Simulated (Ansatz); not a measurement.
# How far each method lies from full CI for GeH2⁺, doublet

Geometry: a point of a breathe scan, not a stationary point.

```xyz
3

Ge    0.0000   -0.0309    0.0000
H     0.0000    1.1152   -2.0221
H     0.0000    1.1152    2.0221
```

Basis aug-cc-pVDZ; Ansatz 0.2.0. Only valence electrons are correlated (noble-gas cores and the filled d shells of p-block atoms frozen), which leaves 5 electrons in 40 orbitals. R marks a restricted (for open shells ROHF) determinant, U an unrestricted one. Active spaces: pair = (3e, 3o) about the gap; valence = (5e, 6o) chosen from the atoms' valence shells. No spin–orbit coupling is included, and no scalar relativity.

Full CI is exact within this basis and frozen core; it isn't the basis-set limit. The frozen core follows each run's orbitals, which can shift R against U totals by a few meV for light atoms and by up to 0.1 eV past Ca.

Coupled cluster chose its determinant by trial CCSD, here up to 0.49 eV above the lowest Hartree–Fock solution of its kind, and MP2 stands on that determinant too.

The UHF ⟨S²⟩ is 1.241. The T1 diagnostic (RCCSD) is 0.0542 and the largest doubles amplitude (RCCSD) is 0.156.

```json
{"level": "RMP2", "E − E(full CI) (meV)": "1205", "share of correlation (%)": "66.83", "wall time": "–"}
{"level": "RCCSD", "E − E(full CI) (meV)": "223", "share of correlation (%)": "93.87", "wall time": "–"}
{"level": "RCCSD(T)", "E − E(full CI) (meV)": "69", "share of correlation (%)": "98.09", "wall time": "35 s"}
{"level": "BCCD(T)", "E − E(full CI) (meV)": "69", "share of correlation (%)": "98.10", "wall time": "30 s"}
{"level": "RCCSDT", "E − E(full CI) (meV)": "6", "share of correlation (%)": "99.84", "wall time": "–"}
{"level": "RCCSDT(Q)", "E − E(full CI) (meV)": "1", "share of correlation (%)": "99.97", "wall time": "60 s"}
{"level": "CASSCF (pair space)", "E − E(full CI) (meV)": "2046", "share of correlation (%)": "43.65", "wall time": "–"}
{"level": "NEVPT2 (pair space)", "E − E(full CI) (meV)": "852", "share of correlation (%)": "76.53", "wall time": "14 s"}
{"level": "MRCISD (pair space)", "E − E(full CI) (meV)": "340", "share of correlation (%)": "90.63", "wall time": "–"}
{"level": "MRCISD+Q (pair space)", "E − E(full CI) (meV)": "203", "share of correlation (%)": "94.40", "wall time": "16 s"}
{"level": "CASSCF (valence space)", "E − E(full CI) (meV)": "1002", "share of correlation (%)": "72.41", "wall time": "–"}
{"level": "NEVPT2 (valence space)", "E − E(full CI) (meV)": "274", "share of correlation (%)": "92.45", "wall time": "10 s"}
{"level": "MRCISD (valence space)", "E − E(full CI) (meV)": "30", "share of correlation (%)": "99.16", "wall time": "–"}
{"level": "MRCISD+Q (valence space)", "E − E(full CI) (meV)": "1", "share of correlation (%)": "99.97", "wall time": "12 s"}
```

The correlation energy at full CI, counted from the determinant under the R cluster runs, is -3.632 eV. That run took 70 s on 1 thread of Intel Xeon, shared host over 1,948,494 determinants.

Run but not shown, since their state or frozen core can't be matched to the reference's or they repeat it: RHF, UHF, UMP2, CISD, UCCSD, UCCSD(T), UCCSDT, UCCSDT(Q).

Times hold each run's SCF and search for its determinant on a shared host, so for small cases they say little of a method's own cost; they ran on 1 thread of Intel Xeon.

The full-CI state has the irrep A1 of C2v, in the program's axes.

Natural occupations of full CI about the gap: 1.922 1.754 1.001 0.135 0.114 0.033 0.008 0.006 0.006 0.003; effectively unpaired electrons, Σ n²(2−n)², 1.32.
